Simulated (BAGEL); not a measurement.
**ROHF/6-311+G(d,p) (density fitting with qzvpp-jkfit) run of Si2H5O (SMILES [SiH2]O[SiH3])**

Aim: the vertical doublet–quartet gap of Si2H5O at ROHF/6-311+G** (density fitting with qzvpp-jkfit), from 2 runs. 

The calculation is run with BAGEL 1.2.2.

2 further runs of the same task are left out: 2 set aside as unsound or not needed. Runs told in other sessions of the task aren't counted.

## (1) The molecule

Si2H5O has 8 atoms, charge 0, and is taken as a doublet. SMILES: `[SiH2]O[SiH3]`. The shape is that of a PBE0-D4/def2-TZVP optimisation. This is one conformer, not always the lowest.

Bond lengths: Si1–O2 1.637 Å, O2–Si3 1.638 Å, Si1–H4 1.490 Å, Si1–H5 1.494 Å, Si3–H6 1.482 Å, Si3–H7 1.485 Å, Si3–H8 1.486 Å. Angles: Si1–O2–Si3 146.3°, O2–Si1–H4 107.9°, O2–Si1–H5 109.9°, O2–Si3–H6 108.1°, O2–Si3–H7 109.9°, O2–Si3–H8 110.1°, H4–Si1–H5 110.4°, H6–Si3–H7 109.7°, H6–Si3–H8 109.8°, H7–Si3–H8 109.2°.

## (2) A single-point energy at ROHF/6-311+G(d,p) (density fitting with qzvpp-jkfit)

File calc.json:

```json
{ "bagel": [

{
  "title": "molecule",
  "basis": "6-311+gss.json",
  "df_basis": "qzvpp-jkfit",
  "angstrom": true,
  "geometry": [
    { "atom": "Si", "xyz": [   -1.281200,    0.933000,   -0.865900 ] },
    { "atom": "O", "xyz": [   -0.352300,   -0.279200,   -0.276900 ] },
    { "atom": "Si", "xyz": [    0.765000,   -0.723000,    0.835900 ] },
    { "atom": "H", "xyz": [   -1.902800,    0.458100,   -2.133600 ] },
    { "atom": "H", "xyz": [   -0.440600,    2.142000,   -1.118700 ] },
    { "atom": "H", "xyz": [    1.291900,   -2.054600,    0.453100 ] },
    { "atom": "H", "xyz": [    0.138100,   -0.799300,    2.180400 ] },
    { "atom": "H", "xyz": [    1.874100,    0.266000,    0.869800 ] }
  ]
},
{ "title": "rohf", "nopen": 1 },
{ "title": "print", "file": "orbitals.molden", "orbitals": true }

]}
```

The basis set 6-311+G** is read from a file made from the Basis Set Exchange's data (not shown).

Command:

```bash
$ BAGEL_NUM_THREADS=1 BAGEL calc.json > calc.out
```

Output:

```text
* using 1 threads per process

  ===============================================================
  ===============================================================

  *** Geometry ***

  { "atom" : "Si", "xyz" : [     -2.421117,      1.763114,     -1.636314 ] },
  { "atom" : "O", "xyz" : [     -0.665751,     -0.527612,     -0.523265 ] },
  { "atom" : "Si", "xyz" : [      1.445640,     -1.366272,      1.579622 ] },
  { "atom" : "H", "xyz" : [     -3.595771,      0.865684,     -4.031920 ] },
  { "atom" : "H", "xyz" : [     -0.832613,      4.047793,     -2.114037 ] },
  { "atom" : "H", "xyz" : [      2.441337,     -3.882631,      0.856235 ] },
  { "atom" : "H", "xyz" : [      0.260971,     -1.510458,      4.120359 ] },
  { "atom" : "H", "xyz" : [      3.541536,      0.502667,      1.643684 ] },

  Number of auxiliary basis functions:      423

  Since a DF basis is specified, we compute 2- and 3-index integrals:
    o Being stored without compression. Storage requirement is 0.042 GB

  Number of basis functions:      112
  Number of electrons      :       41

    * METHOD: MOLECULE                             0.17

  *** Open-shell HF ***

  === Nuclear Repulsion ===
   149.8189187171

      * DIIS with orbital gradients will be used.

  === ROHF iteration (6-311+gss.json) ===
      0       -655.38663777          0.05079901           0.12
      1       -655.51716146          0.04461814           0.12
      2       -655.60491922          0.03266225           0.12
      3       -655.70766477          0.00153417           0.12
      4       -655.70855806          0.00051345           0.12
      5       -655.70874991          0.00016843           0.12
      6       -655.70879462          0.00004189           0.12
      7       -655.70881249          0.00001535           0.12
      8       -655.70881486          0.00000744           0.12
      9       -655.70881552          0.00000271           0.12
     10       -655.70881546          0.00000105           0.12
     11       -655.70881547          0.00000041           0.12
     12       -655.70881544          0.00000013           0.12
     13       -655.70881543          0.00000004           0.12
     14       -655.70881543          0.00000002           0.12
     15       -655.70881543          0.00000001           0.12
    * SCF iteration converged.

    * S^2 (ROHF) is 0.7500

    * Permanent dipole moment:
           (   -0.014950,    -0.166775,    -0.192483) a.u.

    * METHOD: ROHF                                 2.06

    * METHOD: PRINT                                0.02

  ===============================================================
```

Run time: 2.4 s. Hardware: 1 thread of Arm Neoverse V2, shared host; peak memory 0.14 GiB.

## (3) The quartet at the same level

File job.json:

```json
{ "bagel" : [

{
  "title" : "molecule",
  "basis" : "6-311+gss.json",
  "df_basis" : "qzvpp-jkfit",
  "angstrom" : "true",
  "geometry" : [
    { "atom" : "Si", "xyz" : [      -1.281200,       0.933000,      -0.865900 ] },
    { "atom" : "O", "xyz" : [      -0.352300,      -0.279200,      -0.276900 ] },
    { "atom" : "Si", "xyz" : [       0.765000,      -0.723000,       0.835900 ] },
    { "atom" : "H", "xyz" : [      -1.902800,       0.458100,      -2.133600 ] },
    { "atom" : "H", "xyz" : [      -0.440600,       2.142000,      -1.118700 ] },
    { "atom" : "H", "xyz" : [       1.291900,      -2.054600,       0.453100 ] },
    { "atom" : "H", "xyz" : [       0.138100,      -0.799300,       2.180400 ] },
    { "atom" : "H", "xyz" : [       1.874100,       0.266000,       0.869800 ] }
  ]
},

{ "title" : "rohf", "nopen" : 3 },

{ "title" : "print", "file" : "orbitals.molden", "orbitals" : "true" }

]}
```

The basis set 6-311+G** is read from a file made from the Basis Set Exchange's data (not shown).

Command:

```bash
$ BAGEL_NUM_THREADS=1 BAGEL job.json > job.out
```

Output:

```text
* using 1 threads per process

  ===============================================================
  ===============================================================

  *** Geometry ***

  { "atom" : "Si", "xyz" : [     -2.421117,      1.763114,     -1.636314 ] },
  { "atom" : "O", "xyz" : [     -0.665751,     -0.527612,     -0.523265 ] },
  { "atom" : "Si", "xyz" : [      1.445640,     -1.366272,      1.579622 ] },
  { "atom" : "H", "xyz" : [     -3.595771,      0.865684,     -4.031920 ] },
  { "atom" : "H", "xyz" : [     -0.832613,      4.047793,     -2.114037 ] },
  { "atom" : "H", "xyz" : [      2.441337,     -3.882631,      0.856235 ] },
  { "atom" : "H", "xyz" : [      0.260971,     -1.510458,      4.120359 ] },
  { "atom" : "H", "xyz" : [      3.541536,      0.502667,      1.643684 ] },

  Number of auxiliary basis functions:      423

  Since a DF basis is specified, we compute 2- and 3-index integrals:
    o Being stored without compression. Storage requirement is 0.042 GB

  Number of basis functions:      112
  Number of electrons      :       41

    * METHOD: MOLECULE                             0.17

  *** Open-shell HF ***

  === Nuclear Repulsion ===
   149.8189187171

      * DIIS with orbital gradients will be used.

  === ROHF iteration (6-311+gss.json) ===
      0       -654.98500809          0.05288021           0.12
      1       -654.84130018          0.07096083           0.12
      2       -654.85341277          0.06741654           0.12
      3       -655.40282736          0.00336983           0.12
      4       -655.40735195          0.00199283           0.12
      5       -655.40993350          0.00094254           0.12
      6       -655.41121367          0.00046618           0.12
      7       -655.41162091          0.00030844           0.12
      8       -655.41183078          0.00022263           0.12
      9       -655.41194507          0.00017284           0.12
[... 38 lines of this table left out ...]
     48       -655.41206574          0.00000007           0.12
     49       -655.41206574          0.00000003           0.12
     50       -655.41206575          0.00000002           0.12
     51       -655.41206575          0.00000001           0.12
    * SCF iteration converged.

    * S^2 (ROHF) is 3.7500

    * Permanent dipole moment:
           (   -0.778684,     0.249810,    -0.117327) a.u.

    * METHOD: ROHF                                 6.44

    * METHOD: PRINT                                0.02

  ===============================================================
```

It took 6.9 s on 1 thread of Arm Neoverse V2, shared host; peak memory 0.13 GiB.

## (4) What came out

Level: ROHF/6-311+G** (density fitting with qzvpp-jkfit).

| quantity | value |
| --- | --- |
| doublet: total energy | -655.70882 Eh |
| doublet: dipole moment | 0.65 D |
| doublet: ⟨S²⟩ | 0.750 |
| quartet: total energy | -655.41207 Eh |
| quartet: dipole moment | 2.10 D |
| quartet: ⟨S²⟩ | 3.750 |
| vertical energy of the quartet above the doublet | 8.075 eV |

What this shows: At this shape the quartet lies 8.07 eV (186 kcal/mol) above the doublet.
